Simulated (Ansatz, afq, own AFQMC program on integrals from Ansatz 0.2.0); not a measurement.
Al, doublet in 6-31G, levels against full CI

A free Al atom.

Basis 6-31G. Only valence electrons are correlated. Ansatz 0.2.0 and our own AFQMC program on the same integrals; the CISD trial comes from CCSD amplitudes, and released means the phaseless constraint is let go. Uncertainties: one standard error, sampling alone.

Determinant: UHF, the one that the program's search chose, which needn't be the lowest solution.

Full CI on the same integrals is exact in this basis and with this determinant's frozen core.

Cautions: the ph-AFQMC/CISD walk drifts between its halves (2.2 errors).

The T1 diagnostic is 0.0079, the weight of the determinant in the CISD state is 0.952 and the ⟨S²⟩ of the determinant is 0.750. The size of the correlated space is 3 electrons in 8 orbitals.

Reference: full CI, correlation energy -0.799 eV. The released energy is read at 1.50 1/Eh (meV from the phaseless value at times in 1/Eh: 0.04 ± 0.11 at 0.24, 0.08 ± 0.09 at 0.50, -0.09 ± 0.10 at 1.00, -0.08 ± 0.10 at 1.50).

```csv
level,E − E(reference) (meV),share of correlation (%)
HF,799.3,0.00
MP2,338.6,57.63
CCSD,4.3,99.46
CCSD(T),1.4,99.82
ph-AFQMC/HF,58.8 ± 7.5,92.64
ph-AFQMC/CISD,0.3 ± 0.1,99.96
released AFQMC,0.2 ± 0.1,99.97
```

A walk keeps the symmetry of its determinant, which the program's search chose and which needn't be the lowest solution, so a lower state of the same spin and another symmetry isn't excluded. Released energies are given only where the last usable release times agree within the noise; a slower fall can still hide under it.
